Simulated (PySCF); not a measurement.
Molecule: (CH3)2PPF2 (SMILES CP(C)P(F)F).

Structure with atom numbers: `[CH3:1][P:2]([CH3:3])[P:4]([F:5])[F:6]` (H(Xn): hydrogen on atom n).

Geometry PBE0-D3(BJ)/def2-SVP throughout; GIAO in PySCF 2.14, gas phase, one conformer, non-relativistic; equivalent atoms averaged; basis pcSseg-1.

For orientation, mPW1PW91 gives these shifts δ (against TMS, H3PO4, CFCl3 at the same level): C1/C3 7.5, P4 324.6, P2 -67.4, F5/F6 -114.9, H(C1)/H(C3) 1.06 ppm.

A run gave: C1/C3 9.0, P4 335.1, P2 -46.3, F5/F6 -121.1, H(C1)/H(C3) 1.08 ppm (shifts δ (against TMS, H3PO4, CFCl3 at the same level)).

Task: Which functional was used in that run?
A. B97-D
B. KT3
C. KT2
D. PBE0

Result: A. P4 tells them apart best: B97-D gives 335.1, KT2 gives 325.9, PBE0 gives 322.4, KT3 gives 318.8 ppm.
